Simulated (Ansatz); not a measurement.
Process, species as SMILES: COC(C)=O -> [CH3] (CH3) + CO[C]=O (the C-C bond breaks)

Property: bond dissociation energy (enthalpy at 298 K), in kcal/mol. Terms: no dispersion term unless named; UHF or UKS for open shells; LANL2DZ all-electron up to Ne; frozen cores in correlated levels; spin-orbit terms left out; non-relativistic; 6-311+G** with 5d; six Cartesian d functions in 6-31G* and its kin unless marked 5d. Basis-set limits of correlation are two-point, X^-3; Hartree-Fock from the larger set. [CCSD(T)-MP2]/basis is that difference in the basis named. First-principles rows: single points at B3LYP-D3(BJ) geometries (Ansatz, a first-principles code), with unscaled harmonic terms from B3LYP/6-31G* (Ansatz) at its own minima.

Coupled cluster (Ansatz) is a level with limits of its own, used here on species with T1 under 0.025 (0.045 for open shells) and stable references: RI-MP2/CBS(cc-pVTZ,cc-pVQZ)+[CCSD(T)-MP2]/cc-pVTZ.

Value to compare with, RI-MP2/CBS(cc-pVTZ,cc-pVQZ)+[CCSD(T)-MP2]/cc-pVTZ (Ansatz): 95.1 kcal/mol.

| level | program | bond dissociation energy (enthalpy at 298 K) (kcal/mol) | difference |
|---|---|---|---|
| B3LYP/STO-3G | Ansatz | 99.1 | 4.0 |
| B3LYP/3-21G | Ansatz | 92.5 | -2.6 |
| B3LYP/LANL2DZ | Ansatz | 90.6 | -4.5 |
| B3LYP/6-31G | Ansatz | 92.6 | -2.5 |
| B3LYP/6-31G* | Ansatz | 90.8 | -4.3 |
| B3LYP/6-31+G* | Ansatz | 88.7 | -6.4 |
| B3LYP/6-31G** | Ansatz | 90.6 | -4.5 |
| B3LYP/def2-SVP | Ansatz | 90.8 | -4.3 |
| B3LYP/cc-pVDZ | Ansatz | 89.3 | -5.8 |
| B3LYP/6-311+G** | Ansatz | 87.5 | -7.6 |
| B3LYP/def2-TZVPD | Ansatz | 87.2 | -7.9 |

Among the 10 habitual levels, B3LYP/6-311+G** lies farthest from RI-MP2/CBS(cc-pVTZ,cc-pVQZ)+[CCSD(T)-MP2]/cc-pVTZ (Ansatz) (-7.6 kcal/mol); 1 of 10 lie above it, and their mean absolute difference is 4.7 kcal/mol, the median 4.4. One case shows no general order.

The sets are all those run for this method; left out are runs that failed, that the program found above a lower state of the same kind, or whose <S^2> lies over 0.5 above the pure value.
